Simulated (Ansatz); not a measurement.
Si₂H₄⁻. Charge -1, multiplicity 2. Geometry PBE-D4/def2-TZVPD; atoms count from 1.

```xyz
6

Si   -0.857   -0.794    0.011
Si    0.857    0.794   -0.011
H     0.213    2.086    0.508
H    -0.213   -2.086   -0.508
H     1.020    1.187   -1.485
H    -1.020   -1.187    1.485
```

The structure comes from a short search, and lower isomers may exist.

Question: Estimate the Mulliken populations from the PBE0/def2-TZVPD orbitals of Ansatz.

Answer: 
```json
{"atom": "Si1", "charge (e)": "-0.42", "spin (α − β)": "0.47"}
{"atom": "Si2", "charge (e)": "-0.42", "spin (α − β)": "0.47"}
{"atom": "H3", "charge (e)": "-0.04", "spin (α − β)": "0.02"}
{"atom": "H4", "charge (e)": "-0.04", "spin (α − β)": "0.02"}
{"atom": "H5", "charge (e)": "-0.04", "spin (α − β)": "0.02"}
{"atom": "H6", "charge (e)": "-0.04", "spin (α − β)": "0.02"}
```
Mulliken values and Mayer orders depend strongly on the basis. With diffuse functions, as here, like atoms can get unlike values, and bond orders can come out too low or too high.

Question: Where does the spin sit?

Answer: Summed by element: Si 0.94, H 0.06, of 1 unpaired in all. Largest on single atoms: Si2 0.47, Si1 0.47, H4 0.02.

Question: And the Mayer bond orders between bonded heavy atoms (over 0.3)?

Answer: Si1–Si2 1.27 (2.34 Å).
